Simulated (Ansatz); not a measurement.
`C=NC(C)(F)F` and `C=NC(N)(F)F` differ in one atom or group.

Ansatz, PBE0-D4/def2-TZVP geometries, multiplicity 1. Each molecule was computed in one conformer, which needn't be the lowest.

| property | `C=NC(C)(F)F` |
| --- | --- |
| LUMO energy (ωB97M-V/def2-TZVPP) / eV | 1.21 |
| LUMO energy (B3LYP/def2-TZVPP) / eV | -1.32 |
| HOMO–LUMO gap (PBE0/def2-TZVPP) / eV | 7.20 |
| HOMO–LUMO gap (ωB97M-V/def2-TZVPP) / eV | 11.85 |
| size of the dipole moment (B3LYP/def2-TZVPP) / D | 2.30 |
| size of the dipole moment (PBE/def2-TZVPP) / D | 2.13 |

Task: What does the change do to each property? (Best estimate.)

Result: Ansatz gave: 
| property | `C=NC(N)(F)F` | shift |
| --- | --- | --- |
| LUMO energy (ωB97M-V/def2-TZVPP) / eV | 1.23 | 0.02 |
| LUMO energy (B3LYP/def2-TZVPP) / eV | -1.31 | 0.01 |
| HOMO–LUMO gap (PBE0/def2-TZVPP) / eV | 7.12 | -0.08 |
| HOMO–LUMO gap (ωB97M-V/def2-TZVPP) / eV | 11.80 | -0.05 |
| size of the dipole moment (B3LYP/def2-TZVPP) / D | 1.15 | -1.15 |
| size of the dipole moment (PBE/def2-TZVPP) / D | 1.06 | -1.07 |

Dipoles are sizes alone; their direction can turn.

B3LYP here is the variant with VWN-RPA as its local correlation; programs differ in this.
